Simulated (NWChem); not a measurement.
# C4H8 (methylcyclopropane) at 4 levels

Aim: a comparison of 4 runs (HF/STO-3G, HF/3-21G, B3LYP/6-31G*) of C4H8 (methylcyclopropane). 

The results are computed with NWChem 7.3.0.

2 further runs of the same task are left out: 1 that didn't finish, 1 set aside as unsound or not needed.

## Step 1: The system as given

The species is C4H8 (12 atoms), meant as a singlet with charge 0. SMILES: `CC1CC1`. The shape is that of a PBE0-D4/def2-TZVP optimisation.

Bond lengths: C1–C2 1.501 Å, C2–C3 1.497 Å, C2–C4 1.497 Å, C3–C4 1.501 Å, C1–H5 1.094 Å, C1–H6 1.094 Å, C1–H7 1.094 Å, C2–H8 1.086 Å, C3–H9 1.083 Å, C3–H10 1.084 Å, C4–H11 1.084 Å, C4–H12 1.083 Å. Some angles: C1–C2–C3 120.0°, C1–C2–C4 120.1°, C3–C2–C4 60.2°, C2–C3–C4 59.9°, C2–C4–C3 59.9°, C1–C2–H8 114.8°, C3–C2–H8 115.5°, C4–C2–H8 115.5°, C2–C1–H5 111.4°, C2–C1–H6 111.4°.

## Step 2: Energy and gradient at HF/STO-3G (run 1)

The input, run.py:

```python
from ase import Atoms
from ase.calculators.nwchem import NWChem

atoms = Atoms(['C', 'C', 'C', 'C', 'H', 'H', 'H', 'H', 'H', 'H', 'H', 'H'], positions=[
    [-0.930100, 1.036200, -0.440400],
    [-0.402900, -0.134500, 0.337700],
    [1.045700, -0.195600, 0.710600],
    [0.495500, -1.131900, -0.325100],
    [-1.829400, 0.769600, -1.002800],
    [-1.181000, 1.872900, 0.217600],
    [-0.184100, 1.390700, -1.157200],
    [-1.092100, -0.541300, 1.071500],
    [1.317400, -0.603500, 1.676300],
    [1.683100, 0.612900, 0.371600],
    [0.763100, -0.952500, -1.360100],
    [0.391900, -2.178100, -0.065700],
])

calc = NWChem(
    label='geom',
    theory='scf',
    memory='2200 mb',
    basis='STO-3G',
    basispar='spherical bse',
    scf={'nopen': '0', 'rhf': None, 'thresh': '1e-08', 'maxiter': '80'},
)
atoms.calc = calc

forces = atoms.get_forces()
print("Total energy (eV):", round(atoms.get_potential_energy(), 6))
print("forces (eV/A):")
for s, f in zip(atoms.symbols, forces):
    print(f"{s:2s} {f[0]:10.5f} {f[1]:10.5f} {f[2]:10.5f}")
print("dipole (e A):", atoms.get_dipole_moment().round(4))
```

Started as:

```sh
$ export ASE_NWCHEM_COMMAND="nwchem PREFIX.nwi > PREFIX.nwo"
$ python run.py
```

What it wrote:

```text
Total energy (eV): -4197.314594
forces (eV/A):
C    -0.49458    1.19392   -0.82111
C    -0.18502   -0.73040    0.75997
C     0.44028    0.09467    0.09431
C     0.23011   -0.25562   -0.30627
H     0.22466    0.03260    0.19463
H     0.05039   -0.26179   -0.13025
H    -0.22235   -0.12310    0.22929
H     0.01234    0.11333   -0.10855
H    -0.01759    0.09287   -0.09765
H    -0.02746   -0.15113    0.10706
H    -0.00514   -0.11349    0.15231
H    -0.00571    0.10814   -0.07379
dipole (e A): [-0.0169  0.0114 -0.0013]
```

The calculator wrote geom.nwi:

```
title "geom"

permanent_dir geom

scratch_dir geom

start geom

geometry units angstrom nocenter noautosym noautoz
  C  -9.3010000000000004e-01 1.0362000000000000e+00 -4.4040000000000001e-01
  C  -4.0289999999999998e-01 -1.3450000000000001e-01 3.3770000000000000e-01
  C  1.0457000000000001e+00 -1.9560000000000000e-01 7.1060000000000001e-01
  C  4.9550000000000000e-01 -1.1318999999999999e+00 -3.2510000000000000e-01
  H  -1.8293999999999999e+00 7.6959999999999995e-01 -1.0027999999999999e+00
  H  -1.1810000000000000e+00 1.8729000000000000e+00 2.1759999999999999e-01
  H  -1.8410000000000001e-01 1.3907000000000000e+00 -1.1572000000000000e+00
  H  -1.0921000000000001e+00 -5.4130000000000000e-01 1.0714999999999999e+00
  H  1.3173999999999999e+00 -6.0350000000000004e-01 1.6762999999999999e+00
  H  1.6831000000000000e+00 6.1290000000000000e-01 3.7159999999999999e-01
  H  7.6310000000000000e-01 -9.5250000000000001e-01 -1.3601000000000001e+00
  H  3.9190000000000003e-01 -2.1781000000000001e+00 -6.5699999999999995e-02
end

memory 2200 mb

basis spherical bse noprint
   * library STO-3G
end

scf
  nopen 0
  rhf
  thresh 1e-08
  maxiter 80
end

task scf gradient
```

geom.nwo (excerpt; [...] marks lines left out):

```text
[...]
      One-electron energy =   -454.818624780409
[... 1 line left out ...]
 Nuclear repulsion energy =    124.789249565977
[... 34 lines left out ...]
                       ROHF Final Molecular Orbital Analysis
[... 206 lines left out ...]
     1   1 0 0     -0.032008      0.000000      2.112903
[...]
  wavefunction    =   RHF
                         RHF ENERGY GRADIENTS
    atom               coordinates                        gradient
                 x          y          z           x          y          z
   1 C      -1.757634   1.958134  -0.832235    0.009618  -0.023218   0.015968
   2 C      -0.761371  -0.254168   0.638160    0.003598   0.014204  -0.014779
   3 C       1.976086  -0.369630   1.342839   -0.008562  -0.001841  -0.001834
[... 8 lines of this table left out ...]
  12 H       0.740584  -4.116012  -0.124155    0.000111  -0.002103   0.001435
[...]
```

Wall time 2.4 s (1 thread of Intel Xeon 6975P-C (Granite Rapids), shared host); peak memory 0.099 GiB.

## Step 3: Energy and gradient at HF/3-21G (run 2)

The input, c4h8.nw:

```
echo
start c4h8
title "C4H8 hf"
memory stack 880 mb heap 220 mb global 1100 mb

geometry units angstroms noautosym nocenter noautoz
 C     -0.930100     1.036200    -0.440400
 C     -0.402900    -0.134500     0.337700
 C      1.045700    -0.195600     0.710600
 C      0.495500    -1.131900    -0.325100
 H     -1.829400     0.769600    -1.002800
 H     -1.181000     1.872900     0.217600
 H     -0.184100     1.390700    -1.157200
 H     -1.092100    -0.541300     1.071500
 H      1.317400    -0.603500     1.676300
 H      1.683100     0.612900     0.371600
 H      0.763100    -0.952500    -1.360100
 H      0.391900    -2.178100    -0.065700
end

basis spherical bse
 * library 3-21G
end

scf
 thresh 1e-08
 maxiter 80
 print low
end

task scf gradient
```

Started as:

```sh
$ nwchem c4h8.nw > c4h8.out
```

What it wrote:

```text
[...]
  functions       =    52
[...]
  wavefunction    = RHF
[...]
         Total SCF energy =   -155.222166908045
      One-electron energy =   -454.895432454287
      Two-electron energy =    174.884015980264
 Nuclear repulsion energy =    124.789249565978
        Time for solution =      1.3s
[...]
                         RHF ENERGY GRADIENTS
    atom               coordinates                        gradient
                 x          y          z           x          y          z
   1 C      -1.757634   1.958134  -0.832235    0.003031  -0.010748   0.008174
   2 C      -0.761371  -0.254168   0.638160    0.015282   0.005714  -0.013310
   3 C       1.976086  -0.369630   1.342839   -0.016584  -0.008583  -0.010501
   4 C       0.936359  -2.138981  -0.614350   -0.002868   0.014642   0.015384
   5 H      -3.457065   1.454333  -1.895017   -0.004761  -0.000780  -0.003331
   6 H      -2.231766   3.539268   0.411204   -0.001432   0.004857   0.002889
   7 H      -0.347899   2.628042  -2.186791    0.003919   0.001541  -0.003472
   8 H      -2.063770  -1.022909   2.024841   -0.004646  -0.003663   0.005772
   9 H       2.489525  -1.140450   3.167748    0.002292  -0.002995   0.006979
  10 H       3.180598   1.158213   0.702222    0.004422   0.006033  -0.002698
  11 H       1.442050  -1.799964  -2.570216    0.001837   0.001639  -0.007607
[...]
```

Run time: 2.4 s. Hardware: 1 thread of Intel Xeon 6975P-C (Granite Rapids), shared host; peak memory 0.099 GiB.

## Step 4: Energy and gradient at B3LYP/6-31G(d) (spherical functions) (run 3)

The input, mymol.xyz:

```xyz
12

C     -0.930100     1.036200    -0.440400
C     -0.402900    -0.134500     0.337700
C      1.045700    -0.195600     0.710600
C      0.495500    -1.131900    -0.325100
H     -1.829400     0.769600    -1.002800
H     -1.181000     1.872900     0.217600
H     -0.184100     1.390700    -1.157200
H     -1.092100    -0.541300     1.071500
H      1.317400    -0.603500     1.676300
H      1.683100     0.612900     0.371600
H      0.763100    -0.952500    -1.360100
H      0.391900    -2.178100    -0.065700
```

The input, mymol.nw:

```
start mymol
memory 2200 mb

geometry noautosym nocenter noautoz
  load format xyz mymol.xyz
end

basis spherical bse
  * library 6-31G*
end

dft
  xc b3lyp
  grid xfine
  convergence energy 1e-08
  maxiter 100
  mulliken
end

task dft gradient
```

Started as:

```sh
$ nwchem mymol.nw > mymol.out
```

What it wrote (excerpt; [...] marks lines left out):

```text
[...]
          Wavefunction type:  closed shell.
          No. of atoms     :    12
          No. of electrons :    32
[...]
          Charge           :     0
          Spin multiplicity:     1
[...]
          AO basis - number of functions:    72
[...]
              XC Information
              --------------
                         B3LYP Method XC Potential
                     Hartree-Fock (Exact) Exchange  0.200
                        Slater Exchange Functional  0.800 local
                    Becke 1988 Exchange Functional  0.720 non-local
              Lee-Yang-Parr Correlation Functional  0.810
                  VWN I RPA Correlation Functional  0.190 local
[...]
 d= 0,ls=0.0,diis     1   -157.1698110228 -2.82D+02  7.64D-03  3.03D-01     3.5
[...]
 d= 0,ls=0.0,diis     8   -157.2088366896 -6.09D-10  3.24D-07  4.42D-10    24.9
         Total DFT energy =     -157.208836689643
      One electron energy =     -456.829465667627
           Coulomb energy =      199.596186992889
    Exchange-Corr. energy =      -24.764807580883
 Nuclear repulsion energy =      124.789249565978
[...]
      Total Density - Mulliken Population Analysis
     ---------------------------------------------
[...]
  wavefunction    = closed shell
                         DFT ENERGY GRADIENTS
    atom               coordinates                        gradient
                 x          y          z           x          y          z
   1 C      -1.757634   1.958134  -0.832235    0.002243  -0.003251   0.001810
   2 C      -0.761371  -0.254168   0.638160    0.005320   0.000575  -0.003368
   3 C       1.976086  -0.369630   1.342839   -0.005789  -0.002036  -0.003678
   4 C       0.936359  -2.138981  -0.614350   -0.001434   0.005279   0.004599
   5 H      -3.457065   1.454333  -1.895017    0.002119   0.000150   0.001468
   6 H      -2.231766   3.539268   0.411204    0.000744  -0.002219  -0.001164
   7 H      -0.347899   2.628042  -2.186791   -0.001177  -0.001207   0.001719
   8 H      -2.063770  -1.022909   2.024841    0.002117   0.000531  -0.001611
   9 H       2.489525  -1.140450   3.167748   -0.001257   0.000447  -0.002506
  10 H       3.180598   1.158213   0.702222   -0.002217  -0.001779   0.000015
  11 H       1.442050  -1.799964  -2.570216   -0.000813   0.000611   0.002610
[...]
```

Run time: 31 s. Hardware: 1 thread of Intel Xeon 6975P-C (Granite Rapids), shared host; peak memory 0.15 GiB.

## Step 5: Energy and forces at B3LYP/6-31G(d) (Cartesian functions) (run 4)

The input, c4h8.nw:

```
start c4h8
memory 2200 mb
charge 0
geometry units angstroms noautosym nocenter noautoz
  C    -0.930100    1.036200   -0.440400
  C    -0.402900   -0.134500    0.337700
  C     1.045700   -0.195600    0.710600
  C     0.495500   -1.131900   -0.325100
  H    -1.829400    0.769600   -1.002800
  H    -1.181000    1.872900    0.217600
  H    -0.184100    1.390700   -1.157200
  H    -1.092100   -0.541300    1.071500
  H     1.317400   -0.603500    1.676300
  H     1.683100    0.612900    0.371600
  H     0.763100   -0.952500   -1.360100
  H     0.391900   -2.178100   -0.065700
end
basis cartesian
  * library 6-31G*
end
dft
  xc b3lyp
  grid xfine
  convergence energy 1e-08
  maxiter 100
  mulliken
end
task dft gradient
```

Started as:

```sh
$ nwchem c4h8.nw > c4h8.out
```

What it wrote (excerpt; [...] marks lines left out):

```text
[...]
          Wavefunction type:  closed shell.
          No. of atoms     :    12
          No. of electrons :    32
[...]
          Charge           :     0
          Spin multiplicity:     1
[...]
          AO basis - number of functions:    76
[...]
              XC Information
              --------------
                         B3LYP Method XC Potential
                     Hartree-Fock (Exact) Exchange  0.200
                        Slater Exchange Functional  0.800 local
                    Becke 1988 Exchange Functional  0.720 non-local
              Lee-Yang-Parr Correlation Functional  0.810
                  VWN I RPA Correlation Functional  0.190 local
[...]
 d= 0,ls=0.0,diis     1   -157.1707123303 -2.82D+02  7.34D-03  4.13D-01     3.7
[...]
 d= 0,ls=0.0,diis     8   -157.2115798922 -6.35D-10  3.19D-07  4.83D-10    27.5
         Total DFT energy =     -157.211579892238
      One electron energy =     -456.797924980822
           Coulomb energy =      199.526760810378
    Exchange-Corr. energy =      -24.729665287772
 Nuclear repulsion energy =      124.789249565978
[...]
      Total Density - Mulliken Population Analysis
     ---------------------------------------------
[...]
  wavefunction    = closed shell
                         DFT ENERGY GRADIENTS
    atom               coordinates                        gradient
                 x          y          z           x          y          z
   1 C      -1.757634   1.958134  -0.832235    0.002232  -0.003155   0.001730
   2 C      -0.761371  -0.254168   0.638160    0.005265   0.000437  -0.003214
   3 C       1.976086  -0.369630   1.342839   -0.005706  -0.001985  -0.003638
   4 C       0.936359  -2.138981  -0.614350   -0.001417   0.005218   0.004514
   5 H      -3.457065   1.454333  -1.895017    0.002075   0.000143   0.001440
   6 H      -2.231766   3.539268   0.411204    0.000729  -0.002176  -0.001137
   7 H      -0.347899   2.628042  -2.186791   -0.001150  -0.001184   0.001684
   8 H      -2.063770  -1.022909   2.024841    0.002088   0.000535  -0.001599
   9 H       2.489525  -1.140450   3.167748   -0.001253   0.000427  -0.002473
  10 H       3.180598   1.158213   0.702222   -0.002195  -0.001745   0.000000
  11 H       1.442050  -1.799964  -2.570216   -0.000805   0.000622   0.002569
[...]
```

It took 34 s on 1 thread of Intel Xeon 6975P-C (Granite Rapids), shared host; peak memory 0.15 GiB.

## Step 6: Overview of the runs

| run | level | iteration cap | module | energy (Eh) | dipole moment (D) | HOMO energy (eV) | LUMO energy (eV) | wall time |
| --- | --- | --- | --- | --- | --- | --- | --- | --- |
| 1 | HF/STO-3G | 80 | scf | -154.248468 | 0.10 | -9.91 | 13.40 | 2.4 s |
| 2 | HF/3-21G | 80 | scf | -155.222167 | – | – | – | 2.4 s |
| 3 | B3LYP/6-31G* (spherical functions) | 100 | dft | -157.208837 | 0.11 | -7.41 | 2.80 | 31 s |
| 4 | B3LYP/6-31G* (Cartesian functions) | 100 | dft | -157.211580 | 0.11 | -7.41 | 2.80 | 34 s |

## Step 7: Outcome

```
                       quantity          value
            run 4: total energy  -157.21158 Eh
           run 4: dipole moment         0.11 D
             run 4: HOMO energy       -7.41 eV
             run 4: LUMO energy        2.80 eV
           run 4: HOMO–LUMO gap       10.21 eV
run 4: largest force on an atom     0.363 eV/Å
```

**Reading.** Over runs 1, 3, 4 the dipole moment (its size) runs from 0.10 D (HF/STO-3G) to 0.11 D (B3LYP/6-31G*). The two ends differ in method and basis. Over runs 1, 3, 4 the HOMO–LUMO gap runs from 10.21 eV (B3LYP/6-31G*) to 23.31 eV (HF/STO-3G). In run 1 the basis is minimal, so the values are rough. All runs together took 70 s, the longest 34 s.
